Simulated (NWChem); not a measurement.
oxygen (O2, triplet); SMILES O=O

All runs: NWChem. Spin-unrestricted. Geometry: optimised at PBE0/def2-SVP, spin-unrestricted. No stability test was run on the SCF state. Level B3LYP/def2-SVP: energy and gradient on several grids; changes count from the extra-fine grid, which is no exact limit either.

```json
[
 {"grid": "xcoarse", "size of the energy change (μHa)": "70", "largest change of a gradient component (μHa/bohr)": "200"},
 {"grid": "coarse", "size of the energy change (μHa)": "< 10", "largest change of a gradient component (μHa/bohr)": "80"},
 {"grid": "medium", "size of the energy change (μHa)": "< 10", "largest change of a gradient component (μHa/bohr)": "< 30"},
 {"grid": "fine", "size of the energy change (μHa)": "< 10", "largest change of a gradient component (μHa/bohr)": "< 30"},
 {"grid": "xfine", "size of the energy change (μHa)": "< 10", "largest change of a gradient component (μHa/bohr)": "< 30"}
]
```
